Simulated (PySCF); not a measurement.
C4H5 (doublet state).
Geometry (PBE0-D3(BJ)/def2-SVP, Å), atoms numbered from 1 in this order:
```xyz
9
C4H5 angstrom
C      2.2875    0.3392    0.2944
C      1.1472   -0.1218    0.2383
C     -0.1322   -0.6244    0.1766
C     -1.3282    0.1884   -0.1864
H      3.2844    0.7349    0.3459
H     -0.2698   -1.6931    0.3776
H     -2.1652   -0.0054    0.5042
H     -1.6908   -0.0701   -1.1984
H     -1.1058    1.2643   -0.1754
```

As a line formula: `C#C[CH]C` [radical].

Method: UKS B3LYP, IGLO-III on C, pcH-1 on H, non-relativistic, mean-field spin-orbit, GIAO in PySCF. Isolated species at its PBE0-D3(BJ)/def2-SVP geometry, gas phase. The SCF solution wasn't tested for stability.

Question: Match the computed a_iso(13C) values +64.5, -64.2, +43.4, -27.5 MHz with the sites C1; C2; C3; C4.

Answer: 
```csv
site,a_iso (MHz),ρ(0) (bohr⁻³),position,distance from C3 (Å),spin population,largest |T| (MHz)
C1,+43.4,+0.0386,a main spin site,2.61,+0.53,75.2
C2,-64.2,-0.0571,1 bond from C1,1.38,-0.24,22.7
C3,+64.5,+0.0574,largest spin population,0.00,+0.77,120.3
C4,-27.5,-0.0244,1 bond from C3,1.49,-0.07,1.8
```

Question: Match the computed a_iso(1H) values +58.3, -53.3, -42.9 MHz (means over equivalent nuclei) with the sites H5; H6; H7/H8/H9.

Answer: 
```tsv
site	a_iso (MHz)	ρ(0) (bohr⁻³)	position	distance from C3 (Å)	bound to	spin population there	largest |T| (MHz)
H5	-42.9	-0.0096	1 bond from C1	3.68	C1	+0.53	20.9
H6	-53.3	-0.0119	1 bond from C3	1.10	C3	+0.77	28.9
H7/H8/H9	+58.3	+0.0131	2 bonds from C3	2.15	C4	-0.07	6.1
```

ρ(0) is the spin density at the nucleus and T the dipolar tensor; entries for several nuclei are means. The largest Mulliken spin populations are on C3 (+0.77), C1 (+0.53), C2 (-0.24) and C4 (-0.07). The angles at C3 add up to 360.0°, so it is planar; its axial dipolar tensor and the negative coupling of its proton fit spin in a p orbital normal to that plane. Main spin sites, with 60 % or more of the largest population: C1, C3; positions count bonds from the nearest.

β density exceeds α density at some nuclei, such as C2 (-0.0571), C4 (-0.0244) and H6 (-0.0119), spin density in bohr⁻³. In a single determinant that takes different orbitals for the two spins, that is spin polarisation.

Class means assume fast exchange of nuclei equivalent by connectivity; if that motion is slow, each nucleus keeps its own coupling. The three 1H nuclei of mean +58.3 MHz run from 7.3 to 105.2 MHz in the frozen geometry.

The run took 22 s on an x86-64 server with one thread, shared host.
